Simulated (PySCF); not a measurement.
# NS₂⁺: structure of the triplet

The task is one start of a wider search on NS₂⁺: the triplet, from a end-on start. It is relaxed, tested by its Hessian and followed downhill if it is a saddle.

Method: PBE, basis N def2-TZVP, S def2-TZVP, no relativity, density fitting; program: PySCF 2.14.0.

## (1) The starting structure

3 atoms, charge 1, spin multiplicity 3.

Bond lengths: N1–S2 1.792 Å, S2–S3 2.047 Å. Angles: N1–S2–S3 119.9°.

Z-matrix (Å, degrees; charge 1 multiplicity 3):
```
N
S  1 1.7922
S  2 2.0470 1 119.89
```

## (2) Finding the electronic state

One driver script runs all steps and calls PySCF; scf.py shows how it sets up the SCF of each step. The optimiser is the driver's own. After this first run the driver tries any further starts and a stability analysis.

Contents of scf.py:

```python
from pyscf import gto, scf, dft
mol = gto.M(atom='''
N      0.000000     0.000000     0.000000
S      0.000000     0.000000     1.792200
S      1.774800     0.000000     2.812200''',
    basis={'N': 'def2-TZVP', 'S': 'def2-TZVP'},
    charge=1, spin=2)
mf = dft.UKS(mol, xc='PBE')
mf.grids.atom_grid = (50, 194)
aux = {'N': 'def2-universal-JKFIT', 'S': 'def2-universal-JKFIT'}
mf = mf.density_fit(auxbasis=aux)
mf.conv_tol = 1e-08
mf.diis_space = 10
mf.max_cycle = 60
mf.init_guess = 'minao'
mf.verbose = 4
mf.kernel()
```

Command:

```
$ OMP_NUM_THREADS=2 python axn.py task.json out
```

The log of the run:

```text
init E= -850.73523917597
[... the frontier-level lines of each cycle are left out ...]
cycle= 1 E= -850.196778889137  delta_E= 0.538  |g|= 0.414  |ddm|= 1.28
cycle= 2 E= -847.047985878024  delta_E= 3.15  |g|= 2.18  |ddm|= 1.63
cycle= 3 E= -850.270437351277  delta_E= -3.22  |g|= 0.259  |ddm|= 1.37
cycle= 4 E= -850.301798816115  delta_E= -0.0314  |g|= 0.111  |ddm|= 0.192
cycle= 5 E= -850.299387251901  delta_E= 0.00241  |g|= 0.132  |ddm|= 0.143
cycle= 6 E= -850.30639221289  delta_E= -0.007  |g|= 0.0682  |ddm|= 0.125
cycle= 7 E= -850.308744116455  delta_E= -0.00235  |g|= 0.022  |ddm|= 0.0548
cycle= 8 E= -850.308990340634  delta_E= -0.000246  |g|= 0.0157  |ddm|= 0.0328
cycle= 9 E= -850.309179571342  delta_E= -0.000189  |g|= 0.00455  |ddm|= 0.0143
cycle= 10 E= -850.309240135944  delta_E= -6.06e-05  |g|= 0.00246  |ddm|= 0.0164
cycle= 11 E= -850.309299571629  delta_E= -5.94e-05  |g|= 0.00118  |ddm|= 0.0302
cycle= 12 E= -850.309307309137  delta_E= -7.74e-06  |g|= 0.00041  |ddm|= 0.0157
cycle= 13 E= -850.309307473091  delta_E= -1.64e-07  |g|= 0.000174  |ddm|= 0.00147
cycle= 14 E= -850.309307489079  delta_E= -1.6e-08  |g|= 4.04e-05  |ddm|= 0.000309
cycle= 15 E= -850.309307494154  delta_E= -5.08e-09  |g|= 1.07e-05  |ddm|= 0.000373
Extra cycle  E= -850.309307494169  delta_E= -1.46e-11  |g|= 1.44e-05  |ddm|= 2.49e-05
converged SCF energy = -850.309307494169  <S^2> = 2.1516659  2S+1 = 3.0994618
```

This step, with its further starts and checks, needed 16 s of wall time on 2 threads of Arm Neoverse V1, shared host.

Energies from each starting density:

```tsv
start	energy (Eh)
the minimal-basis guess	-850.309307
a thermally smeared density	-850.309307
a smeared PBE density	-850.309307
```

No lower solution of this spin turned up from the other starts or in the test of internal stability.

## (3) End-on start, triplet: relaxation

The program finds Cs symmetry in the start, which this walk keeps. Threshold on the gradient: 0.0003 Eh/bohr, with a further test on the energy change.

scf.py: that of step 2 with these lines changed.

```diff
@@ -3,3 +3,3 @@
-N      0.000000     0.000000     0.000000
-S      0.000000     0.000000     1.792200
-S      1.774800     0.000000     2.812200''',
+N     -0.727980     0.000000    -1.888614
+S     -0.727980     0.000000    -0.096414
+S      1.046820     0.000000     0.923586''',
@@ -15 +14,0 @@
-mf.init_guess = 'minao'
```

Energy and gradient, step by step:

```tsv
step	energy (Eh)	change (kJ/mol)	largest symmetric gradient (Eh/bohr)
0	-850.309307	0.00	0.08092
1	-850.335790	-69.53	0.04403
2	-850.339267	-78.66	0.00885
3	-850.339571	-79.46	0.00237
4	-850.339591	-79.51	0.00066
5	-850.339594	-79.52	0.00010
6	-850.339594	-79.52	0.00001
```

The walk took 16 s.

It settles in Cs symmetry, 79.5 kJ/mol below the start, after 6 steps: N–S 1.532 Å, S–S 2.000 Å; N–S–S 116.6°.

## (4) Frequencies

On the finer grid the gradient is checked again; gradients at displacements of ±0.02 bohr then give force constants and infrared intensities.

scf.py: that of step 3 with these lines changed.

```diff
@@ -3,3 +3,3 @@
-N     -0.727980     0.000000    -1.888614
-S     -0.727980     0.000000    -0.096414
-S      1.046820     0.000000     0.923586''',
+N     -0.639590     0.000000    -1.663151
+S     -0.727141     0.000000    -0.133957
+S      1.007410     0.000000     0.862448''',
@@ -9 +9 @@
-mf.grids.atom_grid = (50, 194)
+mf.grids.atom_grid = (75, 302)
@@ -12 +12 @@
-mf.conv_tol = 1e-08
+mf.conv_tol = 1e-10
```

This SCF starts from the last density.

SCF at the final geometry:

```text
init E= -850.33962055795
[... the frontier-level lines of each cycle are left out ...]
cycle= 1 E= -850.339620557585  delta_E= 3.65e-10  |g|= 2.44e-05  |ddm|= 2.22e-05
cycle= 2 E= -850.339620544507  delta_E= 1.31e-08  |g|= 0.000149  |ddm|= 0.000125
cycle= 3 E= -850.339620557923  delta_E= -1.34e-08  |g|= 8.44e-06  |ddm|= 0.000104
cycle= 4 E= -850.339620557965  delta_E= -4.22e-11  |g|= 1.18e-06  |ddm|= 6.99e-06
Extra cycle  E= -850.339620557965  delta_E= 1.14e-13  |g|= 2.41e-06  |ddm|= 2.9e-06
converged SCF energy = -850.339620557965  <S^2> = 2.0103576  2S+1 = 3.0068972
```

The whole step took 42 s.

Geometry: Cs; N–S 1.532 Å, S–S 2.000 Å; N–S–S 116.6°.

Modes, for the most abundant isotopes:

| symmetry | ω (cm⁻¹) | IR (km/mol) |
| --- | --- | --- |
| a' | 272 | 6.5 |
| a' | 447 | 4.5 |
| a' | 1016 | 16.5 |

No imaginary mode, so this is a minimum.

Properties at this point:

```yaml
Dipole_moment_about_the_centre_of_mass: 1.52 D
Highest_occupied_level: -14.02 eV
Lowest_empty_level: -13.32 eV
Rotational_constants: 1.285, 0.1605, 0.1427 cm⁻¹
Zero-point_energy: 10.4 kJ/mol
Principal_polarisabilities: 22.2, 28.7, 63.3 bohr³
Principal_traceless_quadrupole_moments_about_the_centre_of_mass: -4.92, -2.52, 7.44 D Å
Entropy_at_298.15_K_and_1_bar_electronic_part_spin_only: 281.1 J/(mol K)
Heat_capacity_Cp_at_298.15_K: 47.7 J/(mol K)
Enthalpy_at_298.15_K_above_0_K: 11.90 kJ/mol
Rotational_symmetry_number: 1
Spin_squared_⟨S²⟩: 2.010
```

Charges (e) and bond orders:

```csv
atom,Mulliken,Löwdin,polar tensor,spin (Mulliken),Mayer order to N1
N1,0.06,-0.09,0.16,0.88,–
S2,0.53,0.64,0.46,0.05,1.98
S3,0.41,0.45,0.38,1.07,0.44
```

Mulliken populations on N1: s 3.88, p 3.01, d 0.05, f 0.00.

## (5) Outcome

```
                                          quantity                                   value
                                           minimum                             triplet, Cs
                                          geometry  N–S 1.532 Å, S–S 2.000 Å; N–S–S 116.6°
                                wavenumbers (cm⁻¹)           272 (a'), 447 (a'), 1016 (a')
                    dipole moment (centre of mass)                                  1.52 D
highest occupied, lowest empty level (either spin)                       -14.02, -13.32 eV
                         polar-tensor charge of N1                                 +0.16 e
                                 zero-point energy                             10.4 kJ/mol
                               entropy at 298.15 K                         281.1 J/(mol K)
                                              ⟨S²⟩                                   2.010
```

What this shows: The molecule stays Cs, as typed, and the end point is a minimum. In the infrared the band at 1016 cm⁻¹ (a') leads. Only this shape and spin were tried, so other structures or states may lie lower.

The search up to here took 74 s.
